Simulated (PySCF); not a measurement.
Job file and geometry (Å, from GFN2-xTB) of an NMR shielding run on prismane (SMILES C12C3C1C1C2C31), GIAO PBE0/pcSseg-1 NMR shielding, non-relativistic, gas phase (PySCF 2.14.0, density-fitted response routines); density fitting, a coarse starting grid and PySCF grid level 2 are the driver's defaults:

```
{"job": {"kind": "nmr", "xc": "PBE0", "basis": "pcSseg-1"}, "charge": 0, "multiplicity": 1}
C     -0.039241    -0.328127    -1.115146
C     -0.855139    -0.782681     0.064997
C     -0.884895     0.661178    -0.359571
C      0.301279     0.960519     0.576281
C      1.147065    -0.028710    -0.179685
C      0.331181    -0.482904     1.000499
H     -0.075097    -0.631606    -2.145229
H     -1.647042    -1.506445     0.127035
H     -1.703756     1.273048    -0.691076
H      0.580403     1.849707     1.111134
H      2.208700    -0.055288    -0.343719
H      0.637742    -0.929377     1.928454
```

Problem. Write the output of this run.

Solution. 
```
coarse grid: 10240 points
cycle   1  E = -231.6963414415  dE =  1.506e+00  |g| = 3.085e-01  |ddm| = 3.300e+00
cycle   2  E = -231.6869838270  dE =  9.358e-03  |g| = 3.918e-01  |ddm| = 1.159e+00
cycle   3  E = -231.7243817804  dE = -3.740e-02  |g| = 2.314e-02  |ddm| = 6.223e-01
cycle   4  E = -231.7244770130  dE = -9.523e-05  |g| = 4.452e-03  |ddm| = 2.233e-02
cycle   5  E = -231.7244819288  dE = -4.916e-06  |g| = 3.226e-04  |ddm| = 5.713e-03
final grid: 99480 points
cycle   6  E = -231.7616879822  dE = -3.688e-05  |g| = 8.435e-03  |ddm| = 5.541e-02
cycle   7  E = -231.7616761891  dE =  1.179e-05  |g| = 1.124e-02  |ddm| = 3.098e-02
cycle   8  E = -231.7617059973  dE = -2.981e-05  |g| = 2.268e-04  |ddm| = 1.565e-02
cycle   9  E = -231.7617060108  dE = -1.356e-08  |g| = 3.617e-05  |ddm| = 2.853e-04
cycle  10  E = -231.7617060111  dE = -2.459e-10  |g| = 1.130e-05  |ddm| = 5.937e-05
converged SCF energy = -231.7617060111

GIAO shielding tensors (ppm)
atom      isotropic    diamagn.    paramagn.     s11        s22        s33       span
  0 C      157.829     242.097     -84.268    124.363    131.200    217.925     93.563
  1 C      157.810     242.061     -84.251    124.302    131.135    217.993     93.691
  2 C      157.840     242.076     -84.236    124.375    131.154    217.992     93.617
  3 C      157.830     242.061     -84.232    124.363    131.153    217.974     93.611
  4 C      157.866     242.084     -84.219    124.368    131.191    218.038     93.670
  5 C      157.840     242.052     -84.212    124.415    131.171    217.934     93.519
  6 H       29.506      30.493      -0.987     25.106     25.985     37.426     12.320
  7 H       29.501      30.477      -0.976     25.100     25.979     37.425     12.325
  8 H       29.504      30.481      -0.977     25.103     25.981     37.427     12.324
  9 H       29.505      30.481      -0.976     25.105     25.982     37.428     12.324
 10 H       29.506      30.486      -0.981     25.103     25.982     37.432     12.328
 11 H       29.508      30.481      -0.972     25.108     25.985     37.431     12.323
```

Size and cost of the density-fitted run: 132 basis functions, 10 s wall time on 1 thread of an Arm Neoverse V1, shared host.
